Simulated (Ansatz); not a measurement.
Rutile MnF₂, treated with revPBE (PAW; Ansatz, a program for electronic structure).

Settings: plane-wave cutoff 520 eV, 8×8×10 k mesh (along the axes of the cell as run), Fermi–Dirac smearing 0.01 eV, spin-polarised with opposed moments, scalar-relativistic PAW data made under PBE.

Properties against volume:

Shape and atoms are relaxed at each volume.

```
V (Å³/atom)  P (GPa)  direct gap at Γ (eV)  smallest gap on the k mesh (eV)  c (Å)
-----------  -------  --------------------  -------------------------------  -----
13.460          3.29                 2.552                            2.499  3.329
13.741          1.54                 2.550                            2.502  3.342
14.021         -0.01                 2.544                            2.500  3.352
14.302         -1.37                 2.531                            2.492  3.362
14.582         -2.54                 2.512                            2.476  3.369
```

The gap at Γ does not follow one straight line over these volumes.

Measured, for comparison: band gap 9.9 eV (temperature not stated, not corrected to a static lattice, the source doubts the polymorph; as tabulated in Das and Bazhirov (2019), arXiv:1808.05325).

Note: without U or exact exchange, gaps and moments of open d shells tend to come out too small; the bulk modulus comes from volumes at which shape and atoms were relaxed.
